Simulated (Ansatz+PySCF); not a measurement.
Results of a calculation; reference values are marked as such.
# Several solutions for doublet OH in separate pieces

```yaml
atoms:
  - { symbol: O, position_ang: [0.0000, 0.0000, -0.3255] }
  - { symbol: H, position_ang: [0.0000, 0.0000, 2.6038] }
```

Basis set: cc-pVDZ (spherical functions). Charge 0, multiplicity 2.

ωB97X (restricted open-shell) was run from several starts with Ansatz (development build ahead of 0.2.0) and PySCF 2.14.0.

```tsv
run	program	start	converged	energy (hartree)	<S²>
A	Ansatz	stability test followed	yes	-75.44902	0.75
B	PySCF	program defaults	yes	-75.42780	0.75
C	PySCF	guess minao, instabilities followed	yes	-75.42780	0.75
D	Ansatz	search for the lowest state	yes	-75.44902	0.75
E	Ansatz	atomic start, no search	yes	-75.44740	0.75
```

(1) Which runs reached the lowest solution of this kind, and what is wrong with the others?

Results:

(1) A, D reached the lowest solution found. Converged but too high: B by 0.58 eV, C by 0.58 eV, E by 0.04 eV. Convergence only shows a stationary point, and even a stable one can lie too high; stability tests and further starts are what find lower ones. Caution: charge can spread falsely over distant fragments. Caution: an unrestricted determinant lies well below (2.77 eV lower).
